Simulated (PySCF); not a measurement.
**Magnetisability: `C[C@H]1C[P@@H](=S)C1`, C$_{4}$H$_{9}$PS**

Geometry:
| atom | x (Å) | y (Å) | z (Å) |
| --- | --- | --- | --- |
| C1 | -1.824 | 0.291 | -0.372 |
| C2 | -0.446 | -0.346 | -0.356 |
| C3 | 0.702 | 0.561 | -0.851 |
| P4 | 1.808 | -0.115 | 0.475 |
| S5 | 3.048 | 0.934 | 1.514 |
| C6 | 0.124 | -0.632 | 1.052 |
| H7 | -2.123 | 0.521 | -1.392 |
| H8 | -1.825 | 1.214 | 0.205 |
| H9 | -2.559 | -0.386 | 0.058 |
| H10 | -0.464 | -1.269 | -0.940 |
| H11 | 1.000 | 0.452 | -1.892 |
| H12 | 0.500 | 1.615 | -0.645 |
| H13 | 2.310 | -1.284 | -0.108 |
| H14 | -0.239 | 0.090 | 1.788 |
| H15 | -0.015 | -1.639 | 1.442 |

Computed with GIAO PW91/STO-3G magnetisability, rotational g tensor and spin-rotation constants, non-relativistic, gas phase (PySCF 2.14.0). Geometry: GFN2-xTB.

What are the magnetisability and the molar susceptibility?

Isotropic -1347 × 10⁻³⁰ J/T², or -81.1 × 10⁻⁶ cm³/mol; principal values -1419, -1419, -1203 × 10⁻³⁰ J/T², anisotropy 216 × 10⁻³⁰ J/T² (root of half the summed squared differences of the principal values). The susceptibility is in cgs units.

Split it along the inertial axes a, b, c into diamagnetic and paramagnetic parts about the centre of mass, with the quadrupole moment.


| axis | χ (10⁻⁶ cm³/mol) | diamagnetic (10⁻⁶ cm³/mol) | paramagnetic (10⁻⁶ cm³/mol) | summed x² of all electrons (Å²) | quadrupole Θ (D Å) |
| --- | --- | --- | --- | --- | --- |
| a | -83.7 | -303.2 | 219.5 | 221.5 | -8.15 |
| b | -85.5 | -1072.7 | 987.2 | 40.1 | +3.73 |
| c | -74.2 | -1109.6 | 1035.5 | 31.4 | +4.41 |

Anisotropies 2χaa − χbb − χcc = -7.8 and 2χbb − χaa − χcc = -13.0 × 10⁻⁶ cm³/mol. Θ is traceless in Buckingham's convention.

And the rotational g tensor?


```tsv
axis	rotational constant (GHz)	g	nuclear part	electronic part
a	6.4191	+0.0045	0.6664	-0.6619
b	1.2262	-0.0022	0.5665	-0.5687
c	1.1846	-0.0086	0.5677	-0.5763
```
Asymmetric top; isotopes 12C, 1H, 31P, 32S; no vibrational averaging.
